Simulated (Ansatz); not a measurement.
Relaxation of C₂H₄FS (8 atoms, charge 1, multiplicity 1), to a largest force component of 0.015 eV/Å in at most 40 steps.

Level of theory: RKS PBE/def2-SVP in Ansatz 0.2.0.

```xyz
8
Properties=species:S:1:pos:R:3
F -1.418 0.621 -0.011
C -0.079 0.819 -0.089
C 0.666 -0.437 0.021
S 0.017 -1.929 0.214
H 0.140 1.323 -1.047
H 0.214 1.521 0.711
H 1.748 -0.367 -0.033
H -1.288 -1.551 0.234
```

Task: Where does it end, and by what steps?

Result: The run converged. Limits of this set-up: the dipole of an ion depends on the origin. After 4 steps the energy has fallen by 0.063 eV; F1 moved furthest, 0.04 Å.

```csv
step,energy less start (eV),largest force component (eV/Å),accepted
0,0.0000,0.867,yes
1,-0.0561,0.434,yes
2,-0.0627,0.121,yes
3,-0.0630,0.054,yes
4,-0.0632,0.003,yes
```

```xyz
8
Properties=species:S:1:pos:R:3
F -1.457 0.605 -0.006
C -0.116 0.813 -0.087
C 0.668 -0.431 0.020
S 0.026 -1.939 0.218
H 0.159 1.314 -1.054
H 0.235 1.514 0.717
H 1.773 -0.365 -0.034
H -1.288 -1.511 0.226
```

Whether the end is a true minimum wasn't checked by a vibrational analysis.

Run time: 14 s on 1 thread of Arm Neoverse V1, with other jobs on the host, peak memory 0.12 GiB.
